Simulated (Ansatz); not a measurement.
`C[C@@H]1O[C@H]1F` + H₂ → `CC1CO1` + H–F at 500 K and 1 bar (hydrogenolysis of a C–F bond).

Program: Ansatz. Geometries: PBE0-D4/def2-TZVP. ΔE: electronic, gas phase. CBS: MP2 limit from def2 TZ/QZ plus the TZ coupled-cluster correction, frozen cores. This one scheme is used for every species.

```json
{"species": "`C[C@@H]1O[C@H]1F`", "CCSD(T)/CBS energy (Eh)": "-292.08602", "H − E (kJ/mol)": "241.2", "S (J/(mol·K))": "349.6"}
{"species": "H₂", "CCSD(T)/CBS energy (Eh)": "-1.17544", "H − E (kJ/mol)": "41.0", "S (J/(mol·K))": "145.5"}
{"species": "`CC1CO1`", "CCSD(T)/CBS energy (Eh)": "-192.89474", "H − E (kJ/mol)": "257.3", "S (J/(mol·K))": "324.5"}
{"species": "H–F", "CCSD(T)/CBS energy (Eh)": "-100.39570", "H − E (kJ/mol)": "39.4", "S (J/(mol·K))": "188.7"}
```

H − E and S are ideal-gas, rigid-rotor, harmonic terms from PBE0-D4/def2-TZVP, for one conformer and one mirror image of each species. The MP2-based limit puts H₂ 0.8 mEh under its directly extrapolated value; such offsets cancel only in part. 1 Eh = 2625.50 kJ/mol, R = 8.31446 J/(mol·K).

By hand: ΔE, ΔH, ΔS and ΔG.

ΔE = (-192.89474) + (-100.39570) − (-292.08602) − (-1.17544) = -0.02898 Eh = -76.1 kJ/mol. Δ(H − E) = 257.3 + 39.4 − 241.2 − 41.0 = 14.5, so ΔH = -61.6 kJ/mol. ΔS = 324.5 + 188.7 − 349.6 − 145.5 = 18.1 J/(mol·K). ΔG = -61.6 − 500 × (18.1)/1000 = -70.7 kJ/mol.

By hand: the equilibrium constant, and the temperature at which ΔG would vanish if ΔH and ΔS stayed fixed.

log₁₀ K = −ΔG/(RT ln 10) = 7.4. ΔH and −TΔS have one sign here, so there is no such temperature.

ΔH outweighs TΔS. A doubt of 5 kJ/mol in ΔE shifts log₁₀ K by 0.5 here. Other conformers and mirror images would add mixing entropy, several J/(mol·K) or more a flexible species. These are equilibria of isolated gas molecules and say nothing of rates. Largest T1 diagnostic: 0.012 (customary marks: 0.02 for closed shells, 0.045 for open ones).
